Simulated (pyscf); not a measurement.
`[Cl][GaH2]` + `[NH3]` → `[NH2][GaH][Cl]` + `[H][H]`, a four-centre exchange (singlet surface; Ga–H, H–N broken, Ga–N, H–H formed). Single points on ωB97X-D3(BJ)/def2-SVP structures (PySCF, gas phase). Energies in kcal/mol from the separated reactants.

Small-basis levels: PySCF, no dispersion term, spherical d functions. AM1 to PM7: differences of heats of formation from MOPAC, which are fitted to 298 K values and so differ in kind from electronic energies by zero-point and thermal terms. Cost: rough CPU time at the saddle relative to B3LYP/6-31G*+LANL2DZ, from one job on a shared machine.

```
level                   barrier  reaction energy        cost
----------------------  -------  ---------------  ----------
HF/STO-3G                  32.9            -20.8         0.1
HF/3-21G                    7.9            -27.5         0.1
SVWN5/6-31G*+LANL2DZ       -0.7            -13.6           1
B3LYP/LANL2DZ               7.4            -20.0         0.8
B3LYP/def2-SVP             14.7             -6.7           2
AM1                        10.2            -12.1  under 0.02
PM7                        17.3            -31.5  under 0.02
ωB97M-D3(BJ)/def2-TZVP     17.6             -5.9           –
```

Against the last row the barrier runs from -18.4 (SVWN5/6-31G*+LANL2DZ) to +15.3 kcal/mol (HF/STO-3G). At SVWN5/6-31G*+LANL2DZ this geometry lies under one side, so the entry may be no barrier of that level: it is a single point on another level's saddle. ωB97M-D3(BJ)/def2-TZVP has limits of its own. On the reactant side the descent ends in an adduct with a Ga–N contact, 28.0 kcal/mol under the separated species and 43.6 kcal/mol under the saddle at ωB97X-D3(BJ)/def2-TZVP. What is counted as formed (Ga–N) is already present as a longer contact in the reactant adduct; forming that adduct is a step of its own. At the saddle there is also a short Ga–H contact that neither side keeps. At ωB97X-D3(BJ)/def2-TZVP the barrier from the zero used here is 15.6 kcal/mol. One saddle was located; it need not be the lowest between these sides. In the def2 sets elements up to Kr have no core potential.
